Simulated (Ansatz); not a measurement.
# How far each method lies from full CI for HB–BH, singlet

Geometry: a point of a breathe scan, not a stationary point.

```xyz
4

B     0.0000    0.0000    0.6710
B     0.0000    0.0000   -0.6710
H     0.0000    0.0000    1.7057
H     0.0000    0.0000   -1.7057
```

Basis 6-31G; Ansatz 0.2.0. Correlated methods freeze the noble-gas cores, which leaves 8 electrons in 20 orbitals. R marks a restricted (for open shells ROHF) determinant, U an unrestricted one. Active spaces: valence = (8e, 10o) chosen from the atoms' valence shells; pair = (2e, 2o) about the gap.

Full CI is exact within this basis and frozen core; it isn't the basis-set limit. The frozen core follows each run's orbitals, which can shift R against U totals by a few meV.

The determinant fills πx and πy unequally, so it is a mixture of Σ and Δ, which weighs on every level built on one determinant.

- UHF ⟨S²⟩: 1.000
- T1 diagnostic (RCCSD): 0.0081
- largest doubles amplitude (RCCSD): 0.185

```
                     level  E − E(full CI) (kJ/mol)  share of correlation (%)  wall time
                       RHF                    300.8                      0.00          –
                      UHF†                    210.9                         –          –
                      RMP2                     86.5                     71.23          –
                     UMP2†                     18.6                         –          –
                      CISD                     33.5                     88.88      0.7 s
                     RCCSD                     20.0                     93.35          –
                   UCCSD*†                    -52.8                         –          –
                  RCCSD(T)                     12.7                     95.79      1.1 s
                UCCSD(T)*†                    -67.7                         –      2.6 s
                   BCCD(T)                     12.7                     95.79      1.1 s
                   RCCSDT*                      2.2                     99.27          –
                  UCCSDT*†                    -83.3                         –          –
                    CISDTQ                      2.7                     99.09      5.5 s
                RCCSDT(Q)*                     -0.5                    100.17      2.1 s
               UCCSDT(Q)*†                    -84.9                         –        8 s
                  RCCSDTQ*                      0.1                     99.98       15 s
    CASSCF (valence space)                     82.3                     72.65          –
    NEVPT2 (valence space)                     25.9                     91.39       20 s
NEVPT4(SD) (valence space)                      4.3                     98.56       30 s
    MRCISD (valence space)                      1.9                     99.35          –
  MRCISD+Q (valence space)                      0.5                     99.82       33 s
```

An asterisk marks runs whose energy the program itself flagged as in doubt. A dagger marks rows that describe another state than the reference (another or a broken symmetry, a higher spin or other natural occupations), so the difference isn't the method's error.

The correlation energy at full CI, counted from RHF, is -3.117 eV. That run took 54 s on 1 thread of Intel Xeon, shared host over 2,949,353 determinants.

Run but not shown, since their state or frozen core can't be matched to the reference's or they repeat it: CASSCF (pair space), NEVPT2 (pair space), MRCISD (pair space), MRCISD+Q (pair space).

Times hold each run's SCF and search for its determinant on a shared host, so for small cases they say little of a method's own cost; they ran on 1 thread of Intel Xeon.

More than 5 meV below full CI, which no variational method can be: RCCSDT(Q).

Unrestricted levels hold only the spin's projection, and here they fall towards a lower state of higher spin.

The full-CI state has the irrep Ag of D2h, in the program's axes (one component, if the state is degenerate).

Natural occupations of full CI about the gap: 1.977 1.975 1.974 0.973 0.973 0.031 0.031 0.019 0.015 0.008; effectively unpaired electrons, Σ n²(2−n)², 2.01. No single determinant describes this state well, so single-reference rows can miss without a flag.
